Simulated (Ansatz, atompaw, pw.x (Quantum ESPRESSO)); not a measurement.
**From atom to crystal: PAW (atompaw) potential for antimony (Sb)**

antimony (Sb), PAW, made with atompaw 4.2.0.5 (PBEsol, scalar-relativistic). Core [Kr] 4d10, reference 5s2 5p3. Waves: 5s (bound): rc 1.80 bohr; 5s channel at 3.65 Ry: rc 1.80 bohr; 5p (bound): rc 2.25 bohr; 5p channel at 0.25 Ry: rc 2.25 bohr; 5d channel at 0.3 Ry: rc 2.35 bohr. Local part: bessel scheme, radius 2.10 bohr. Core correction: smooth core density matched at 1.35 bohr. Augmentation charge: besselshape compensation charge, radius 1.95 bohr; PAW radius 2.35 bohr; waves and projectors: custom polynom2 7 10 vanderbiltortho.

Atomic tests: cutoffs needed: 15 Ry and 18 Ry (the cutoffs (Ry, on a coarse ladder) from which the occupation-weighted sum of valence levels, in a spherical-Bessel basis at the reference potential, stays within 10 and 1 mRy of its value at 400 Ry); ghost test: no extra level below or beside the all-electron valence levels (s, p, d, f tested) (spherical-Bessel basis up to 400 Ry, 20 bohr box); lowest eigenvalue of the overlap operator: 0.13 (s channel).

Crystal test: bcc Sb in pw.x 7.5, no spin, 12³ k-points, Fermi–Dirac smearing 0.01 Ry, cutoffs 40/400 Ry. The reference is all-electron LAPW (Ansatz 0.2.0) with the same functional, mesh and smearing; V0 and B0 come from Birch–Murnaghan fits to the pressures at five volumes. Errors are pseudo minus all-electron; Δ is the rms difference of the E(V) curves that follow from these fits, minima aligned, over ±6 % about the mean V0. Mesh and smearing are coarse, so the numbers serve the comparison and aren't converged zero-temperature values; the lattice is a test structure that the element need not adopt.

| V (Å³/atom) | P all-electron (GPa) | P pseudo (GPa) |
| --- | --- | --- |
| 24.649 | 4.16 | 3.86 |
| 25.297 | 1.99 | 1.69 |
| 25.946 | 0.11 | -0.19 |
| 26.595 | -1.53 | -1.82 |
| 27.243 | -2.95 | -3.24 |

All-electron: a0 = 3.732 Å (V0 = 25.99 Å³/atom), B0 = 69.6 GPa.

Pseudopotential: mean pressure error (GPa): -0.29; a0 (Å): 3.727; a0 error (%): -0.14; B0 error (%): +1.8; Δ (meV/atom): 1.7.

Question: At the middle volume, how do free energy and pressure move when the wave cutoff is lowered (ecutrho held at 400 Ry)?

Answer:

```
cutoff (Ry)  shift of F (meV/atom)  shift of P (GPa)
         18                  +17.8             -0.84
         24                   +0.4             -0.01
         32                   +0.1             -0.00
```

The run at the middle volume (72 k-points, 6 iterations) took about 5.8 s on one core of a shared host (Intel(R) Xeon(R) 6975P-C, 192 threads, 1512 GiB, load 92).
